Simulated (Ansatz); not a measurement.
# CH5N (triplet): from Hartree-Fock to the top rungs at distance N1–H4 along a hydrogen transfer = 1.135 Å, cc-pVDZ

How much of the correlation energy of CH5N (triplet) does each wave-function method recover here?

Computed with Ansatz 0.2.0, Gaussian basis. Level: cc-pVDZ, core rule «outside noble gas», up to 2 orbitals frozen.

To be run: UHF; CCSD(T) on ROHF; CCSD(T) on UHF; BCCD(T) on ROHF; CISD; CCSDT(Q) on ROHF; CCSDT(Q) on UHF; CASSCF and MRCISD+Q, 4 electrons in 4 orbitals; CASSCF and NEVPT2, 4 electrons in 4 orbitals.

## 1. The system

The geometry derives from fragments relaxed apart (PBE0/def2-TZVP) and kept rigid, so it is no stationary point. A hydrogen atom is moved between rigid fragments.

7 atoms, charge 0, spin multiplicity 3.

Atoms are counted from 1 here; the program's logs count them from 0.

Bond lengths: N1–H2 1.012 Å, N1–H3 1.012 Å, N1–H4 1.135 Å, H4–C5 1.254 Å, C5–H6 1.079 Å, C5–H7 1.079 Å. Angles: H2–N1–H3 107.1°, H2–N1–H4 107.1°, H3–N1–H4 107.1°, N1–H4–C5 180.0°, H4–C5–H6 112.6°, H4–C5–H7 112.6°, H6–C5–H7 134.8°.

## 2. UHF

in.yaml reads:

```yaml
crystal:
  periodic: [false, false, false]
  atoms:
    - {symbol: N, position_ang: [-1.123407, -0.018354, -0.028568]}
    - {symbol: H, position_ang: [-1.420686, 0.949480, -0.028568]}
    - {symbol: H, position_ang: [-1.420686, -0.420653, 0.851691]}
    - {symbol: H, position_ang: [0.011593, -0.018354, -0.028568]}
    - {symbol: C, position_ang: [1.265593, -0.018354, -0.028568]}
    - {symbol: H, position_ang: [1.680062, -0.018354, 0.967593]}
    - {symbol: H, position_ang: [1.680061, -0.018354, -1.024729]}
basis:
  gaussian: {orbitals: cc-pVDZ}
magnetization: {spin_polarized: true, initial_magnetization: 2}
hamiltonian: {xc: hf}
output: {orbitals: {seedname: orbitals}}
```

Run with:

```bash
> ansatz run in.yaml --threads 1 --pin off --events-out ev --progress --plain --max-ram 2816MiB --backend cpu
```

The runs that follow: CCSD(T) on ROHF; CCSD(T) on UHF; BCCD(T) on ROHF; CISD; CCSDT(Q) on ROHF; CCSDT(Q) on UHF; CASSCF and MRCISD+Q, 4 electrons in 4 orbitals; CASSCF and NEVPT2, 4 electrons in 4 orbitals.

Q: Predict the results of all the runs planned. Wanted: UCCSDT(Q) below the RHF energy; RMP2 from UCCSDT(Q); UMP2 from UCCSDT(Q); RCCSD from UCCSDT(Q); RCCSD(T) from UCCSDT(Q); UCCSD(T) from UCCSDT(Q); RCCSDT(Q) from UCCSDT(Q); NEVPT2 pair from UCCSDT(Q); MRCISD+Q pair from UCCSDT(Q).

**Answer**, as computed:

```
                         quantity                                                   value
   UCCSDT(Q) below the RHF energy                                              -9.6737 eV
              RMP2 from UCCSDT(Q)                                         +26.69 kcal/mol
              UMP2 from UCCSDT(Q)                                         +28.74 kcal/mol
             RCCSD from UCCSDT(Q)                                          +5.86 kcal/mol
          RCCSD(T) from UCCSDT(Q)                                          +0.85 kcal/mol
          UCCSD(T) from UCCSDT(Q)                                          +0.86 kcal/mol
         RCCSDT(Q) from UCCSDT(Q)                                          +0.02 kcal/mol
       NEVPT2 pair from UCCSDT(Q)                                         +28.67 kcal/mol
     MRCISD+Q pair from UCCSDT(Q)                                          +3.11 kcal/mol
levels within 1 kcal/mol (43 meV)  RCCSD(T), UCCSD(T), BCCD(T), RCCSDT, UCCSDT, RCCSDT(Q)
                    T1 diagnostic                                                   0.023
```

In words: RCCSD(T) misses by +0.85 kcal/mol, 0.4 % of the correlation energy. Of the multireference levels listed MRCISD+Q pair comes nearest in total energy (+3.11 kcal/mol), which doesn't show that its space is the better one. These misses are within one basis, not against nature; the frozen cores of restricted and unrestricted runs differ, which can shift their rows.
